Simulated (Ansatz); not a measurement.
# Si₂HS−: one structure at several levels

An exercise on one series of results from a longer session: the logs are not shown, and one member is left open.

Method: single points in def2-TZVPPD; program: Ansatz 0.2.0, Gaussian basis.

Cores are frozen in the correlated methods.

### Where the work starts

SMILES `[Si-]#[Si]S`, 4 atoms, charge -1, spin multiplicity 1.

Atoms are counted from 1 here; the program's logs count them from 0.

Bond lengths: Si1–Si2 2.157 Å, Si2–S3 2.416 Å, S3–H4 1.353 Å. Angles: Si1–Si2–S3 89.9°, Si2–S3–H4 102.4°.

As a file:

```xyz
4
charge -1, multiplicity 1
Si   -1.6339   -0.0456    0.7717
Si   -0.4441    1.4618   -0.2100
S     1.3008   -0.1664   -0.5853
H     0.7993   -1.2726    0.0115
```

Set-up of the first run:

Input file run/in.yaml:

```yaml
crystal:
  periodic: [false, false, false]
  atoms:
    - {symbol: Si, position_ang: [-1.633900, -0.045600, 0.771700]}
    - {symbol: Si, position_ang: [-0.444100, 1.461800, -0.210000]}
    - {symbol: S, position_ang: [1.300800, -0.166400, -0.585300]}
    - {symbol: H, position_ang: [0.799300, -1.272600, 0.011500]}
basis:
  gaussian: {orbitals: "def2-TZVPPD.json"}
total_charge: -1
correlation: {method: ccsd_t}
output: {forces: true}
```

The basis file named in the input lies beside it (Basis Set Exchange, JSON).

No record of the launch command was kept for these runs.

Steps of the session up to this table: CCSD(T)/def2-TZVPPD; PBE0-D4/def2-TZVPPD; wB97M-V/def2-TZVPPD; r2SCAN-D4/def2-TZVPPD; PBE-D4/def2-TZVPPD; SPW92/def2-TZVPPD; B97M-V/def2-TZVPPD.

One of the session's tables, all rows but one given; the rest of the session is left out.

| method | RMS force component (eV/Å) | angle to CCSD(T) forces (°) |
| --- | --- | --- |
| CCSD(T) | 0.502 | reference |
| PBE0-D4 | 0.484 | 16.4 |
| wB97M-V | 0.413 | 21.0 |
| r2SCAN-D4 | ? | ? |
| PBE-D4 | 0.509 | 16.7 |
| SPW92 | 0.506 | 30.4 |
| B97M-V | 0.479 | 13.3 |

Estimate the missing values for r2SCAN-D4.

The run gave: RMS force component (eV/Å): 0.473; angle to CCSD(T) forces (°): 14.6. In the column «RMS force component (eV/Å)» it lies between wB97M-V (0.413) and B97M-V (0.479).
